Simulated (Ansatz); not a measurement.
**C₃H₆ClF: a ladder of functionals and wavefunction methods**

One table from this session's results is given with a row withheld; the runs are named, their logs left out.

Method: functionals in def2-TZVPP, the program's frozen cores in correlated methods; program: Ansatz 0.2.0, Gaussian basis.

The runs, in order: PBE-D4, r2SCAN-D4, PBE0-D4, B3LYP-D4, ωB97X-V, ωB97M-V, B2PLYP; CCSD(T)/def2-TZVPP; MP2/def2-QZVPP; extrapolation to the limit.

## The relaxed structure

The geometry comes from an earlier relaxation with PBE0-D4 in a triple-zeta def2 set; it is a stationary point, not always the lowest conformer.

SMILES `CC(Cl)CF`, 11 atoms, charge 0, spin multiplicity 1.

Atoms are counted from 1 here; the program's logs count them from 0.

Bond lengths: C1–C2 1.508 Å, C1–H6 1.090 Å, C1–H7 1.092 Å, C1–H8 1.092 Å, C2–Cl3 1.792 Å, C2–C4 1.514 Å, C2–H9 1.091 Å, C4–F5 1.382 Å, C4–H10 1.092 Å, C4–H11 1.094 Å. Angles: C2–C1–H6 110.9°, C2–C1–H7 110.7°, C2–C1–H8 109.2°, H6–C1–H7 108.6°, H6–C1–H8 108.7°, H7–C1–H8 108.6°, C1–C2–Cl3 110.7°, C1–C2–C4 113.4°, C1–C2–H9 110.9°, Cl3–C2–C4 106.4°, Cl3–C2–H9 105.7°, C4–C2–H9 109.3°, C2–C4–F5 109.0°, C2–C4–H10 110.9°, C2–C4–H11 110.6°, F5–C4–H10 108.3°, F5–C4–H11 108.4°, H10–C4–H11 109.6°.

Geometry (Å):

```
C    -1.0372   -0.4681    0.6143
C     0.3279    0.1522    0.4555
Cl    1.5924   -0.9102    1.1516
C     0.7161    0.3881   -0.9883
F    -0.1804    1.2742   -1.5561
H    -1.2800   -0.6094    1.6677
H    -1.0810   -1.4377    0.1139
H    -1.7859    0.1898    0.1672
H     0.3957    1.0921    1.0057
H     1.7167    0.8201   -1.0575
H     0.6810   -0.5480   -1.5533
```

The first run:

Contents of in.yaml:

```yaml
crystal:
  periodic: [false, false, false]
  atoms:
    - {symbol: C, position_ang: [-1.037150, -0.468107, 0.614325]}
    - {symbol: C, position_ang: [0.327945, 0.152187, 0.455530]}
    - {symbol: Cl, position_ang: [1.592408, -0.910154, 1.151629]}
    - {symbol: C, position_ang: [0.716071, 0.388094, -0.988337]}
    - {symbol: F, position_ang: [-0.180401, 1.274188, -1.556107]}
    - {symbol: H, position_ang: [-1.279977, -0.609373, 1.667660]}
    - {symbol: H, position_ang: [-1.080963, -1.437727, 0.113927]}
    - {symbol: H, position_ang: [-1.785901, 0.189790, 0.167172]}
    - {symbol: H, position_ang: [0.395686, 1.092074, 1.005683]}
    - {symbol: H, position_ang: [1.716682, 0.820059, -1.057549]}
    - {symbol: H, position_ang: [0.680999, -0.548031, -1.553333]}
basis:
  gaussian: {orbitals: def2-TZVPP}
hamiltonian: {xc: pbe, dispersion: d4}
output: {forces: true, orbitals: {seedname: orbitals}}
```

Run with:

```bash
ansatz run in.yaml --threads 4 --pin off --events-out ev --progress --plain --max-ram 10444MiB
```

Steps of the session up to this table: PBE-D4 (GGA); r2SCAN-D4 (meta-GGA); PBE0-D4 (hybrid); B3LYP-D4 (hybrid); ωB97X-V (range-separated); ωB97M-V (range-separated); B2PLYP (double hybrid); CCSD(T) in def2-TZVPP; MP2 in def2-QZVPP.

One of the session's tables, all rows but one given; the rest of the session is left out.

```
            method  atomisation energy (kJ/mol)
            PBE-D4                       4266.1
         r2SCAN-D4                       4179.8
           PBE0-D4                       4195.6
          B3LYP-D4                       4156.6
           ωB97X-V                       4174.4
           ωB97M-V                       4180.2
            B2PLYP                       4120.5
     HF/def2-TZVPP                       3080.5
    MP2/def2-TZVPP                       4141.8
   CCSD/def2-TZVPP                       4009.2
CCSD(T)/def2-TZVPP                            ?
           MP2/CBS                       4240.4
       CCSD(T)/CBS                       4167.5
```

Q: Estimate the row for CCSD(T)/def2-TZVPP from the others.

**Answer.** atomisation energy (kJ/mol): 4068.9. In the column «atomisation energy (kJ/mol)» it lies between CCSD/def2-TZVPP (4009.2) and B2PLYP (4120.5).
